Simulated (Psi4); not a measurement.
**BNH2O (SMILES BN=O) at MP2/6-31G(d) (density fitting, density fitting for correlation, spherical functions, sweep point 3)**

What is the vertical ionisation energy of BNH2O at MP2/6-31G* (density fitting, density fitting for correlation, spherical functions, sweep point 3)? The job is set up through a Python script.

The results are computed with Psi4 1.11.

### 1 The molecule

BNH2O has 5 atoms, charge 0, and is taken as a singlet. As SMILES, `BN=O`. The shape is that of a GFN2-xTB optimisation.

Bond lengths: B1–N2 1.295 Å, N2–O3 1.192 Å, B1–H4 1.165 Å, B1–H5 1.166 Å. Angles: B1–N2–O3 179.9°, N2–B1–H4 118.8°, N2–B1–H5 118.8°, H4–B1–H5 122.4°.

### 2 The energy at MP2/6-31G(d) (density fitting, density fitting for correlation, spherical functions, sweep point 3)

bh2no.py

```python
import psi4

psi4.set_memory('1600 MB')
psi4.set_num_threads(1)
psi4.core.set_output_file('output.dat', False)

mol = psi4.geometry("""
0 1
B     -0.303260     0.384710    -0.206480
N      0.435210    -0.552070     0.296940
O      1.113730    -1.415380     0.760240
H     -1.158940     0.091910    -0.941520
H     -0.086740     1.490830     0.090820
symmetry c1
""")

psi4.set_options(dict(basis='6-31G*', reference='rhf', puream=True, scf_type='df', num_frozen_docc=3))

result, w = psi4.energy("mp2", molecule=mol, return_wfn=True)
print('E =', round(result, 9))
```

Command:

```bash
$ python bh2no.py
```

output.dat:

```text
[...]
  Running in c1 symmetry.
[...]
  Nuclear repulsion =   58.612788367927152
[...]
  Multiplicity = 1
[...]
  Nalpha       = 11
  Nbeta        = 11
[...]
    Number of basis functions: 46
[...]
   @DF-RHF iter   1:  -154.99320800358407   -7.22011e-01   5.79074e-03 DIIS/ADIIS
[...]
   @DF-RHF iter  12:  -155.04756979074824   -5.31486e-12   5.58951e-09 DIIS
[...]
    Orbital Energies [Eh]
    ---------------------
    Doubly Occupied:
       1A    -20.684902     2A    -15.734437     3A     -7.606306
       4A     -1.552306     5A     -1.080291     6A     -0.779794
       7A     -0.708199     8A     -0.652705     9A     -0.618734
      10A     -0.504369    11A     -0.401124
[...]
  @DF-RHF Final Energy:  -155.04756979074824
   => Energetics <=
    Nuclear Repulsion Energy =             58.6127883679271520
    One-Electron Energy =                -326.6743839793607549
    Two-Electron Energy =                 113.0140258206854043
    Total Energy =                       -155.0475697907482413
[...]
 Multipole Moments:
 ------------------------------------------------------------------------------------
     Multipole            Electronic (a.u.)      Nuclear  (a.u.)        Total (a.u.)
 ------------------------------------------------------------------------------------
 L = 1.  Multiply by 2.5417464519 to convert [e a0] to [Debye]
 Dipole X            :          1.0576868           -1.2889368           -0.2312500
 Dipole Y            :         -1.3447604            1.6382498            0.2934894
 Dipole Z            :          0.7233806           -0.8807805           -0.1573999
 Magnitude           :                                                    0.4054471
[...]
```

Standard output:

```text
E = -155.46593062
```

Wall time 2.1 s (1 thread of Intel Xeon Platinum 8259CL at 2.50GHz (Skylake/Cascade Lake), shared host); peak memory 0.19 GiB.

### 3 The doublet cation, same level

bh2no.py

```python
import psi4

psi4.set_memory(1600000000)
psi4.set_num_threads(1)
psi4.set_output_file('bh2no.out', False)

geom = psi4.geometry("""
1 2
B     -0.303260     0.384710    -0.206480
N      0.435210    -0.552070     0.296940
O      1.113730    -1.415380     0.760240
H     -1.158940     0.091910    -0.941520
H     -0.086740     1.490830     0.090820
symmetry c1
""")

psi4.set_options(dict(basis='6-31G*', reference='uhf', puream=True, scf_type='df', num_frozen_docc=3, maxiter=150))

result, w = psi4.energy('mp2', return_wfn=True)
print(f'mp2 energy: {result:.10f} Eh')
```

Command:

```bash
$ python bh2no.py
```

bh2no.out:

```text
[...]
  Running in c1 symmetry.
[...]
  Nuclear repulsion =   58.612788367927152
[...]
  Multiplicity = 2
[...]
  Nalpha       = 11
  Nbeta        = 10
[...]
    Number of basis functions: 46
[...]
   @DF-UHF iter   1:  -154.61570609477619   -3.44509e-01   8.45090e-03 ADIIS/DIIS
[...]
   @DF-UHF iter  22:  -154.71862446822908   -2.58638e-12   7.63197e-09 DIIS
[...]
   @S^2 Observed:                8.864735130E-01
[...]
    Orbital Energies [Eh]
    ---------------------
    Alpha Occupied:
       1A    -21.126796     2A    -16.086321     3A     -7.912488
       4A     -1.963256     5A     -1.446374     6A     -1.161649
       7A     -1.140990     8A     -1.053186     9A     -0.876442
      10A     -0.810877    11A     -0.797905
    Alpha Virtual:
      12A     -0.267940    13A     -0.111530    14A      0.038010
      15A      0.099645    16A      0.108127    17A      0.203224
      18A      0.301452    19A      0.346218    20A      0.360662
      21A      0.578153    22A      0.635497    23A      0.687139
      24A      0.736971    25A      0.843400    26A      0.897686
[...]
  @DF-UHF Final Energy:  -154.71862446822908
   => Energetics <=
    Nuclear Repulsion Energy =             58.6127883679271520
    One-Electron Energy =                -319.2827816402319741
    Two-Electron Energy =                 105.9513688040757984
    Total Energy =                       -154.7186244682290521
  UHF NO Occupations:
  HONO-2 :    9  A 1.9949602
  HONO-1 :   10  A 1.9383648
[...]
 Multipole Moments:
 ------------------------------------------------------------------------------------
     Multipole            Electronic (a.u.)      Nuclear  (a.u.)        Total (a.u.)
 ------------------------------------------------------------------------------------
 L = 1.  Multiply by 2.5417464519 to convert [e a0] to [Debye]
 Dipole X            :          0.8502585           -1.2889368           -0.4386783
 Dipole Y            :         -1.0812579            1.6382498            0.5569919
 Dipole Z            :          0.5819664           -0.8807805           -0.2988140
 Magnitude           :                                                    0.7693949
[...]
```

Standard output:

```text
mp2 energy: -155.1034592301 Eh
```

Wall time 2.3 s (1 thread of Intel Xeon Platinum 8259CL at 2.50GHz (Skylake/Cascade Lake), shared host); peak memory 0.19 GiB.

### 4 Summary of results

Level: MP2/6-31G* (density fitting, density fitting for correlation, spherical functions, sweep point 3), 3 core orbitals frozen.

| quantity | value |
| --- | --- |
| singlet BNH2O: total energy | -155.46593 Eh |
| singlet BNH2O: HOMO energy (Hartree–Fock orbitals) | -10.92 eV |
| singlet BNH2O: LUMO energy (Hartree–Fock orbitals) | 1.69 eV |
| singlet BNH2O: HOMO–LUMO gap (Hartree–Fock orbitals) | 12.61 eV |
| singlet BNH2O: correlation energy (3 core orbitals frozen) | -418.4 mEh |
| doublet cation: total energy | -155.10346 Eh |
| doublet cation: HOMO energy (Hartree–Fock orbitals) (highest over α and β) | -21.26 eV |
| doublet cation: LUMO energy (Hartree–Fock orbitals) (lowest over α and β) | -7.29 eV |
| doublet cation: correlation energy (3 core orbitals frozen) | -384.8 mEh |
| doublet cation: ⟨S²⟩ of the reference determinant | 0.886 |
| vertical ionisation energy (to the doublet cation) | 9.863 eV |

**Reading.** The vertical ionisation energy comes to 9.86 eV (227 kcal/mol). ⟨S²⟩ (doublet cation) is 0.89 where a pure doublet has 0.75: the reference is spin-contaminated.
